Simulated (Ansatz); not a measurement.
**CH4S2: rigid scan of one bond length**

How does the energy of CH4S2 change as one bond is stretched? The task is a rigid scan of one bond length, for CH4S2.

Program: Ansatz 0.2.0, driven from Python. Level of theory: Hartree-Fock/def2-SVP. These are calculated values, not measurements.

## (1) The structure

Bond lengths: C1–S2 1.762 Å, S2–S3 2.037 Å, C1–H4 1.040 Å, C1–H5 1.117 Å, C1–H6 1.160 Å, S3–H7 1.325 Å. Angles: C1–S2–S3 99.5°, S2–C1–H4 112.9°, S2–C1–H5 113.5°, S2–C1–H6 108.9°, H4–C1–H5 108.2°, H4–C1–H6 109.6°, H5–C1–H6 103.3°, S2–S3–H7 101.4°.

Input file ch4s2.xyz:

```xyz
7

C    -0.71800    0.50160   -0.22440
S     0.42760    0.35080    1.10560
S     1.87580   -0.74290    0.18130
H    -1.05710   -0.41800   -0.57330
H    -0.31770    1.07790   -1.09400
H    -1.61960    1.14160    0.12670
H     1.47030   -1.97900    0.43240
```

## (2) The script

scan_ch4s2.py reads:

```python
import warnings

import ansatz as az
import matplotlib.pyplot as plt
import numpy as np

warnings.simplefilter("ignore", az.DeckWarning)

molecule = az.Crystal.molecule_from_extxyz("ch4s2.xyz")

symbols = [site.symbol for site in molecule.cartesian_sites]
start = np.array([site.position_ang for site in molecule.cartesian_sites])
axis = (start[6] - start[2]) / np.linalg.norm(start[6] - start[2])
moving = [6]
lengths, energies = [1.166, 1.219, 1.272, 1.325, 1.378, 1.431, 1.484, 1.563], []
for length in lengths:
    xyz = start.copy()
    xyz[moving] += (length - np.linalg.norm(start[6] - start[2])) * axis
    point = az.Crystal.molecule()
    for symbol, place in zip(symbols, xyz):
        point = point.atom(symbol, place.tolist())
    model = (
        point.calculation()
        .basis(gaussian="def2-SVP")
        .functional("hf")
    )
    summary = model.run(threads=1, backend="cpu").report
    energies.append(summary["free_energy_ev"])
    print(f"r = {length:6.3f} A  E = {energies[-1]:.5f} eV  <S^2> = {abs(summary['mean_field']['state']['spin_squared']):.3f}")

fit = np.polynomial.Polynomial.fit(lengths, np.array(energies) - min(energies), 4).convert()
roots = [r.real for r in fit.deriv().roots() if abs(r.imag) < 1e-9 and fit.deriv(2)(r.real) > 0]
r_e = min(roots, key=lambda r: abs(r - lengths[int(np.argmin(energies))]))
print(f"minimum of the fit at {r_e:.4f} A, force constant {fit.deriv(2)(r_e):.2f} eV/A^2")
plt.figure(figsize=(4.5, 3))
plt.plot(lengths, np.array(energies) - min(energies), "o-")
plt.xlabel("bond length (A)")
plt.ylabel("E - E(min) (eV)")
plt.tight_layout()
plt.savefig("scan.png", dpi=100)
```

## (3) The calls as engine input

The engine receives this input (first run):

```yaml
crystal:
  periodic: [false, false, false]
  atoms:
    - { symbol: C, position_ang: [-0.718, 0.5016, -0.2244] }
    - { symbol: S, position_ang: [0.4276, 0.3508, 1.1056] }
    - { symbol: S, position_ang: [1.8758, -0.7429, 0.1813] }
    - { symbol: H, position_ang: [-1.0571, -0.418, -0.5733] }
    - { symbol: H, position_ang: [-0.3177, 1.0779, -1.094] }
    - { symbol: H, position_ang: [-1.6196, 1.1416, 0.1267] }
    - { symbol: H, position_ang: [1.5189396391952785, -1.830730066561569, 0.4022806081333306] }
basis:
  gaussian:
    orbitals: def2-SVP
hamiltonian:
  xc: hf
```

## (4) The run

Launch:

```
$ python scan_ch4s2.py
```

Q: Predict the main results. Wanted: range of energy; lowest point, distance.

As calculated:

```
                        quantity     value
bond length at the fit's minimum  1.3380 Å
                   runs compared         8
                 range of energy  0.579 eV
      lowest point, distance (Å)      1.32
```

In words: The curve has its lowest point inside the range, at 1.32. The ends stand 0.579 and 0.502 eV above it. The distance scanned is the script's pair 2, 6. Reading the output:
- The rest of the molecule is held rigid at a force-field or estimated start geometry, and the basis set is modest; single-reference methods fail as a bond breaks.
- The orbitals are restricted, so S² is zero by construction.
